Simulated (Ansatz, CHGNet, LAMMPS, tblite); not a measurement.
# Ladder of methods for the elastic constant C12 of wurtzite ZnO

Reference value: 118 GPa (measured, temperature not stated, no zero-point or thermal correction; as tabulated in Oses et al. (2018), arXiv:1811.08464).

Problem. What do ionic model pedone2006, GFN1-xTB, CHGNet 0.3.0, LDA, BLYP, PBE, PBE-D3(BJ), r²SCAN, r²SCAN+rVV10, HSE06, PBE0, r²SCAN0 give, and how far is each from the reference?

Solution. 
```
level (code)                                 value (GPa)  cell (Å³/atom)  difference (%)
-------------------------------------------  -----------  --------------  --------------
ionic model pedone2006 (rigid ions, LAMMPS)          140           11.63           +18.6
GFN1-xTB (tblite)                                   39.8           15.51             -66
CHGNet 0.3.0                                         108           12.40            -8.5
LDA (Ansatz)                                         139           11.33           +17.8
BLYP (Ansatz)                                       95.3           12.73           -19.2
PBE (Ansatz)                                         107           12.32            -9.3
PBE-D3(BJ) (Ansatz)                                  116           12.05            -1.7
r²SCAN (Ansatz)                                      129           11.81            +9.3
r²SCAN+rVV10 (Ansatz)                                134           11.70           +13.6
HSE06 (Ansatz)                                       121           11.94            +2.5
PBE0 (Ansatz)                                        122           11.92            +3.4
r²SCAN0 (Ansatz)                                     136           11.65           +15.3
```

The reference's temperature isn't stated, so close values are not ranked against it. Off by more than 25 %, or 35 % on the side where a correction would as a rule narrow the miss (bounds picked here): GFN1-xTB (-66 %).

The reference isn't brought to a static lattice, while the calculations are for one, so the differences are not the levels' errors alone.  GFN1-xTB: the relaxed volume lies over a fifth from the starting cell. GFN1-xTB: the method was fitted mainly to molecules. GFN1-xTB: the run uses a supercell at the zone centre in place of a k mesh. PBE-D3(BJ): the dispersion coefficients are held fixed in the derivatives. Each level is taken at its own relaxed cell. Cutoffs and k meshes differ between the levels. Ansatz's density-functional and Hartree–Fock values are scalar-relativistic unless marked +SOC, with PAW data made under PBE.

Empirical potentials (ionic model pedone2006) are fitted to chosen data: where that held the value shown, agreement is built in, and what lay outside the fit can be far off. Machine-learned potentials (CHGNet 0.3.0) are trained on DFT data: a solid inside that data is no test of them.

Differences are worked out from the printed values.

Ansatz is an electronic-structure program.
